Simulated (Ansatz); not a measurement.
Relaxation of AlFH3 (5 atoms, charge 0, multiplicity 2), to a largest force component of 0.03 eV/Å in at most 50 steps.

The calculation used Ansatz, UKS B3LYP/def2-SVP.

```xyz
5
Properties=species:S:1:pos:R:3
Al 0.000 0.000 -0.282
F 0.000 0.000 2.615
H 1.351 0.000 -1.168
H -1.351 0.000 -1.168
H 0.000 0.000 3.542
```

**Question.** Where does it end, and by what steps?

**Answer.** It converged. After 5 steps the energy has fallen by 0.062 eV; F2 moved furthest, 0.40 Å.

```
step  energy less start (eV)  largest force component (eV/Å)  accepted
   0                  0.0000                           0.323       yes
   1                 -0.0509                           0.149       yes
   2                 -0.0623                           0.051       yes
   3                 -0.0623                           0.032       yes
   4                 -0.0612                           0.368        no
   5                 -0.0623                           0.000       yes
```

```xyz
5
Properties=species:S:1:pos:R:3
Al 0.000 0.000 -0.571
F 0.000 0.000 3.011
H 1.368 0.000 -1.419
H -1.368 0.000 -1.419
H 0.000 0.000 3.937
```

Whether the end is a true minimum wasn't checked by a vibrational analysis.

The run took 6.2 s on 1 thread of Intel(R) Xeon(R) Platinum 8488C (Sapphire Rapids), with other jobs on the host, peak memory 0.13 GiB.
